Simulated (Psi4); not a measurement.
**OF2 (oxygen difluoride): the vertical ionisation energy from total energies**

OF2: 3 atoms, total charge 0, spin state singlet. As SMILES, `FOF`. The coordinates come from a PBE0-D4/def2-TZVP relaxation.

| atom | x (Å) | y (Å) | z (Å) |
| --- | --- | --- | --- |
| F | 0.9533 | -0.3400 | 0.4883 |
| O | 0.0005 | 0.5639 | 0.0620 |
| F | -0.9538 | -0.2240 | -0.5503 |

Both states at this one shape; open shells run unrestricted unless said. 1 Eh = 27.2114 eV.

| level | program | singlet OF2 (Eh) | doublet [OF2]+ (Eh) | HOMO of the first (eV) |
| --- | --- | --- | --- | --- |
| TPSS/cc-pVTZ | Psi4 | -274.803561 | -274.343867 | -7.47 |
| B2PLYP/cc-pVTZ (density fitting for correlation), 3 core orbitals frozen | Psi4 | -274.615518 | -274.134808 | -11.88 |

Task: Work out the vertical ionisation energy at each level.

Result: 
1. TPSS/cc-pVTZ: -274.343867 − (-274.803561) = 0.459694 Eh = 12.51 eV; −ε(HOMO) = 7.47 eV.
2. B2PLYP/cc-pVTZ (density fitting for correlation): -274.134808 − (-274.615518) = 0.480710 Eh = 13.08 eV; −ε(HOMO) = 11.88 eV.

No measured value is set beside it here; the levels span 12.51 to 13.08 eV. In semi-local functionals −ε(HOMO) lies far under the ionisation energy, a result of self-interaction, while the difference of totals does much better.
